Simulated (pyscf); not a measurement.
7 gas-phase steps of one pattern: four-centre exchange on the singlet surface, Cl–H + Ge–S or F–H + Ge–Se or F–H + O–Si or F–H + Se–Si or H–I + O–Si broken and Cl–Ge + H–S or F–Ge + H–Se or F–Si + H–O or F–Si + H–Se or H–O + I–Si formed. PySCF, gas phase, ωB97X-D3(BJ)/def2-SVP geometries. Correlated levels are frozen-core, on RHF or UHF. ΔMP2 is the change of the MP2 total energy from the triple- to the quadruple-zeta basis. Electronic energies in eV, from the separated reactants; ΔE‡ and ΔE at CCSD(T)/def2-TZVPP + ΔMP2(QZVPP). Rows were drawn at random from the steps of this pattern with a verified saddle, stable references and no exit in the data more than 5 kcal/mol lower.

```csv
row,step,ΔE,ΔE‡
1,H₃Si–SeH + HF -> H₂Se + F–SiH₃,-0.69,1.20
2,H₂B–O–SiH₃ + HF → F–SiH₃ + H₂B–OH,-0.47,0.88
3,HF + HO–SiH₂–F → F–SiH₂–F + H₂O,-0.40,0.64
4,HO–SiH(F)–F + HF -> F–SiH(F)–F + H₂O,-0.37,0.75
5,HS–GeH₃ + HCl -> H₂S + Cl–GeH₃,-0.27,1.25
6,HI + HO–SiH₃ → H₃Si–I + H₂O,0.00,?
7,H₃Ge–SeH + HF -> H₂Se + F–GeH₃,+0.05,1.37
```

Fit ΔE‡ = a + b·ΔE to the other rows and predict row 6.

Over the 6 complete rows the means are -0.36 (ΔE) and 1.02 (ΔE‡); least squares gives b = 0.46 and a = 1.18 eV, with residuals of 0.25 eV (root mean square; largest 0.36, row 3). For row 6: 1.18 + 0.46 × (0.00) = 1.18 eV. The computed barrier is 0.77 eV, 0.41 under the line. The scatter is large against the spread of the barriers, so the line says little here. Each barrier is that of the saddle found. The CCSD(T) − MP2 part came from Ansatz, without density fitting, on the same reference. The frozen core leaves the outer d or s,p core shells of the metals and heavy elements correlated in the MP2 and CC values, and def2-TZVPP describes them poorly, which can shift differences by a few kcal/mol. Elements up to Kr have no core potential and no relativistic terms here. Elements past Kr carry the def2 core potentials, without spin-orbit coupling.
